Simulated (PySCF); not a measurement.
Species: C3H5N.
SMILES: `C=CN=C`

Computed, not measured: EOM-IP-CCSD/aug-cc-pVDZ in PySCF, restricted Hartree–Fock reference, 4 core orbitals frozen, non-relativistic, gas phase, PBE0-D3(BJ)/def2-SVP geometry.

The vertical ionisation energies are 9.14, 10.78, 12.31, 13.51, 15.37, 15.63, 16.81, 18.51 eV.

Q: Which Hartree–Fock orbital leads each hole, and what is its Koopmans value −ε?

A: 
```tsv
leading hole (HF orbital)	Koopmans (eV)	EOM-IP-CCSD (eV)	change (eV)	one-hole share
HOMO	9.42	9.14	-0.28	0.95
HOMO-1	11.80	10.78	-1.02	0.95
HOMO-2	12.85	12.31	-0.54	0.95
HOMO-3	14.55	13.51	-1.04	0.95
HOMO-4	16.76	15.37	-1.39	0.94
HOMO-5	17.33	15.63	-1.70	0.94
HOMO-6	18.56	16.81	-1.75	0.92
HOMO-7	20.50	18.51	-1.99	0.90
```

Q: Does the order of the lines follow the orbital energies?

A: Yes, no two lines change places. The corrections run from -1.99 to -0.28 eV, with a mean of -1.21 eV over the 8 lines; no line lies above its Koopmans value. Koopmans values leave out both the relaxation of the orbitals and the change in correlation energy.

Q: At what kinetic energies would He I light (21.22 eV) eject these electrons?

A: 12.08 eV (HOMO), 10.44 eV (HOMO-1), 8.91 eV (HOMO-2), 7.71 eV (HOMO-3), 5.85 eV (HOMO-4), 5.59 eV (HOMO-5), 4.41 eV (HOMO-6), 2.71 eV (HOMO-7).

One root was sought for each valence orbital with −ε under 21 eV, eight at most, so deeper holes and satellites are missing; no vibrational structure.

Hardware: one thread, Arm Neoverse V1 (aarch64), shared host with 32 logical CPUs at a one-minute load of 17. Cost: 2.6 min wall, 2.4 GiB resident at most.

Conformer computed: `[CH2:1]=[CH:2][N:3]=[CH2:4]`: C1–C2–N3–C4 54°.

One conformer stands for the species.
